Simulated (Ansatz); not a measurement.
C2H5Al⁺, that is AlH2(vinyl) with one electron fewer. Charge 1, multiplicity 2. Geometry PBE0-D4/def2-TZVP, that of the neutral singlet; atoms count from 1.

```xyz
8

Al   -1.1766   -0.8364   -0.3364
H    -1.5256   -2.2747   -0.9113
H    -2.3224    0.1936    0.0502
C     0.6512   -0.2466   -0.0772
C     0.8864    0.9846    0.3873
H     1.5228   -0.8644   -0.2939
H     0.0749    1.6671    0.6333
H     1.8894    1.3767    0.5480
```

Q: Estimate the Mulliken populations from the PBE0/def2-TZVP orbitals of Ansatz.

A: 
```json
{"atom": "Al1", "charge (e)": "0.50", "spin (α − β)": "0.14"}
{"atom": "H2", "charge (e)": "0.05", "spin (α − β)": "0.12"}
{"atom": "H3", "charge (e)": "0.02", "spin (α − β)": "0.05"}
{"atom": "C4", "charge (e)": "-0.15", "spin (α − β)": "0.48"}
{"atom": "C5", "charge (e)": "-0.14", "spin (α − β)": "0.05"}
{"atom": "H6", "charge (e)": "0.25", "spin (α − β)": "0.06"}
{"atom": "H7", "charge (e)": "0.23", "spin (α − β)": "0.03"}
{"atom": "H8", "charge (e)": "0.25", "spin (α − β)": "0.07"}
```
Mulliken values depend strongly on the basis.

Q: Where does the spin sit?

A: Summed by element: Al 0.14, H 0.33, C 0.53, of 1 unpaired in all. Largest on single atoms: C4 0.48, Al1 0.14, H2 0.12.

Q: And the Mayer bond orders between heavy atoms (over 0.3)?

A: Al1–C4 0.75 (1.94 Å); C4–C5 1.89 (1.34 Å).
